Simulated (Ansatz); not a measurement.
`CC(F)(F)C=O` and `CC(O)(F)F` differ in one atom or group.

Ansatz, PBE0-D4/def2-TZVP geometries, multiplicity 1. Each molecule was computed in one conformer, which needn't be the lowest.

```csv
property,`CC(F)(F)C=O`
HOMO–LUMO gap (B3LYP/def2-TZVPP) / eV,6.01
LUMO energy (PBE/def2-TZVPP) / eV,-2.83
HOMO–LUMO gap (PBE0/def2-TZVPP) / eV,6.51
HOMO–LUMO gap (PBE/def2-TZVPP) / eV,3.65
LUMO energy (ωB97M-V/def2-TZVPP) / eV,0.75
HOMO–LUMO gap (ωB97M-V/def2-TZVPP) / eV,11.31
```

(1) What does the change do to each property? (An estimate is asked.)

Results:

(1) Computed: 
| property | `CC(O)(F)F` | shift |
| --- | --- | --- |
| HOMO–LUMO gap (B3LYP/def2-TZVPP) / eV | 10.21 | 4.20 |
| LUMO energy (PBE/def2-TZVPP) / eV | 0.26 | 3.09 |
| HOMO–LUMO gap (PBE0/def2-TZVPP) / eV | 10.91 | 4.40 |
| HOMO–LUMO gap (PBE/def2-TZVPP) / eV | 8.11 | 4.46 |
| LUMO energy (ωB97M-V/def2-TZVPP) / eV | 2.54 | 1.79 |
| HOMO–LUMO gap (ωB97M-V/def2-TZVPP) / eV | 14.83 | 3.52 |

With PBE0 the HOMO falls by 1.62 eV and the LUMO rises by 2.78 eV, so the gap widens by about 4.40 eV. PBE moves the HOMO by -1.36 eV and ωB97M-V by -1.73 eV.

B3LYP here is the variant with VWN-RPA as its local correlation; programs differ in this.
